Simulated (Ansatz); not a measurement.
Born–Oppenheimer molecular dynamics of BClH₃Si (6 atoms, charge 0, multiplicity 2). It starts from a relaxed structure.

Method: Ansatz, UKS B3LYP-D4/cc-pVDZ.

```yaml
ensemble: NVE (velocity Verlet)
time_step: 0.25 fs
steps_asked: 100
starting_velocities_drawn_for: 300 K
masses: H 10 u
seed: 518644
```

Frames 1.25 fs apart, positions in Å.

Velocities at 2.5 fs (Å/ps):

```
Si 4.37 -0.71 -1.14
B 0.64 4.28 1.62
Cl -2.47 1.16 0.07
H -2.25 1.30 -2.81
H -7.77 -7.01 4.66
H 5.81 -1.03 -0.62
```

```xyz
6
Properties=species:S:1:pos:R:3 time_fs=2.5 energy_less_start_eV=0.005 T=290
Si -0.675 0.465 -0.482
B 0.770 -0.311 0.551
Cl 0.950 -2.084 0.599
H -1.688 -0.334 -1.252
H -0.937 1.919 -0.567
H 1.577 0.339 1.156
6
Properties=species:S:1:pos:R:3 time_fs=3.8 energy_less_start_eV=0.011 T=279
Si -0.670 0.464 -0.484
B 0.771 -0.305 0.553
Cl 0.947 -2.083 0.599
H -1.691 -0.332 -1.255
H -0.947 1.910 -0.562
H 1.584 0.338 1.155
6
Properties=species:S:1:pos:R:3 time_fs=5.0 energy_less_start_eV=0.018 T=265
Si -0.665 0.463 -0.485
B 0.772 -0.301 0.555
Cl 0.944 -2.081 0.599
H -1.693 -0.330 -1.258
H -0.957 1.902 -0.556
H 1.591 0.337 1.154
6
Properties=species:S:1:pos:R:3 time_fs=6.2 energy_less_start_eV=0.025 T=251
Si -0.660 0.462 -0.487
B 0.773 -0.297 0.557
Cl 0.940 -2.079 0.599
H -1.695 -0.328 -1.261
H -0.966 1.895 -0.550
H 1.599 0.336 1.153
6
Properties=species:S:1:pos:R:3 time_fs=7.5 energy_less_start_eV=0.032 T=238
Si -0.655 0.460 -0.489
B 0.775 -0.293 0.560
Cl 0.937 -2.078 0.599
H -1.697 -0.326 -1.264
H -0.976 1.888 -0.544
H 1.606 0.335 1.153
6
Properties=species:S:1:pos:R:3 time_fs=8.8 energy_less_start_eV=0.038 T=227
Si -0.651 0.459 -0.491
B 0.777 -0.291 0.562
Cl 0.934 -2.076 0.600
H -1.697 -0.324 -1.266
H -0.986 1.882 -0.538
H 1.613 0.334 1.152
6
Properties=species:S:1:pos:R:3 time_fs=10.0 energy_less_start_eV=0.042 T=219
Si -0.647 0.457 -0.494
B 0.779 -0.289 0.565
Cl 0.931 -2.074 0.600
H -1.698 -0.322 -1.267
H -0.995 1.877 -0.532
H 1.619 0.334 1.151
6
Properties=species:S:1:pos:R:3 time_fs=11.2 energy_less_start_eV=0.045 T=213
Si -0.643 0.455 -0.496
B 0.782 -0.288 0.567
Cl 0.928 -2.072 0.600
H -1.697 -0.319 -1.269
H -1.005 1.873 -0.526
H 1.626 0.333 1.151
6
Properties=species:S:1:pos:R:3 time_fs=12.5 energy_less_start_eV=0.047 T=210
Si -0.640 0.452 -0.499
B 0.786 -0.288 0.569
Cl 0.925 -2.070 0.600
H -1.696 -0.317 -1.269
H -1.015 1.870 -0.520
H 1.633 0.333 1.150
6
Properties=species:S:1:pos:R:3 time_fs=13.8 energy_less_start_eV=0.047 T=208
Si -0.637 0.450 -0.502
B 0.789 -0.288 0.572
Cl 0.922 -2.068 0.600
H -1.694 -0.314 -1.270
H -1.024 1.867 -0.514
H 1.639 0.333 1.150
6
Properties=species:S:1:pos:R:3 time_fs=15.0 energy_less_start_eV=0.048 T=207
Si -0.634 0.448 -0.506
B 0.793 -0.289 0.574
Cl 0.919 -2.066 0.600
H -1.692 -0.312 -1.270
H -1.034 1.865 -0.507
H 1.645 0.333 1.149
6
Properties=species:S:1:pos:R:3 time_fs=16.2 energy_less_start_eV=0.049 T=205
Si -0.632 0.445 -0.509
B 0.797 -0.291 0.576
Cl 0.916 -2.064 0.601
H -1.689 -0.310 -1.269
H -1.044 1.864 -0.501
H 1.651 0.333 1.149
```

Of the whole run (25 fs, mean temperature of the second half 185 K): The conserved energy stayed within 0.0015 meV per atom of its start (net change 0.001 meV per atom), so the integration is sound. A run of 0.025 ps of so small a system gives no equilibrium averages.

Time of the run: 9.2 min on 1 thread of AMD EPYC (Zen 3) (shared host), peak memory 0.17 GiB.
